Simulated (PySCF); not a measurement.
Si2H4 (triplet state).
Atom-mapped SMILES: `[SiH:1][SiH3:2]` (hydrogens: H3 on Si1; H4, H5, H6 on Si2)

Geometry (PBE0-D3(BJ)/def2-SVP, Å), atoms numbered from 1 in this order:
```xyz
6
Si2H4 angstrom
Si     1.5086   -0.6902   -0.2826
Si    -0.6817    0.0374   -0.0163
H      2.6880    0.1231    0.1573
H     -1.0161    0.2456    1.4277
H     -1.5659   -1.0282   -0.5752
H     -0.9267    1.3163   -0.7541
```

The calculation used UKS B3LYP, IGLO-III on Si, pcH-1 on H, non-relativistic, mean-field spin-orbit, GIAO (PySCF 2.14.0). Isolated species at its PBE0-D3(BJ)/def2-SVP geometry, gas phase. This triplet need not be the ground state; the singlet was not compared here.

Principal values of hyperfine tensors in MHz (contact, dipolar and spin–orbit terms together), for some of the nuclei:

```tsv
atom	isotope	A1	A2	A3	alike by the symmetry of this geometry
H3	1H	36.97	40.26	50.43	none
H6	1H	38.20	40.06	43.79	H4
Si2	29Si	-50.52	-30.36	-28.88	none
H5	1H	-7.27	-7.04	-1.16	none
```

(1) Split each tensor into its isotropic and traceless parts, and turn a_iso into mT with g = 2.0031.

(2) What spin density at the nucleus of H6 lies behind its contact coupling (g_N = 5.58569)?

(3) Si1 (29Si, g_N = -1.11058) isn't in the table. Its spin density at the nucleus is 0.7832 bohr⁻³. What is its contact coupling?

(4) Which nucleus of the table has the largest anisotropic coupling, and what is its form?

Answers

(1) a_iso = (A1 + A2 + A3)/3, Ti = Ai − a_iso; 1 mT corresponds to 28.036 MHz. The tensors hold a spin–orbit part: the run splits a_iso into a_FC + a_SO, and T includes its anisotropic share.

| atom | a_iso (MHz) | a_FC | a_SO | a_iso (mT) | T1 | T2 | T3 |
| --- | --- | --- | --- | --- | --- | --- | --- |
| H3 | 42.56 | 42.54 | 0.02 | 1.518 | -5.59 | -2.29 | 7.88 |
| H6 | 40.68 | 40.68 | 0.00 | 1.451 | -2.48 | -0.62 | 3.10 |
| Si2 | -36.58 | -36.66 | 0.08 | -1.305 | -13.93 | 6.23 | 7.70 |
| H5 | -5.16 | -5.16 | 0.00 | -0.184 | -2.11 | -1.88 | 4.00 |

(2) a_FC = 800.24 MHz bohr³ × g_N × ρ(0)/(2S). With a_FC = 40.68 MHz and 2S = 2, ρ(0) = 0.0182 bohr⁻³. In magnitude that is 5.7 % of the 1/π = 0.318 of a free hydrogen atom.

(3) By the same relation, a_FC = -348.0 MHz. The spin–orbit term adds +1.40 MHz. Its full tensor has the principal values -407.99, -372.17, -259.66 MHz.

(4) Si2: -13.9, 6.2, 7.7 MHz, rhombic: the two smaller values differ by 11 % of the largest.

The run took 18 s on Arm Neoverse V1, one thread (shared host).
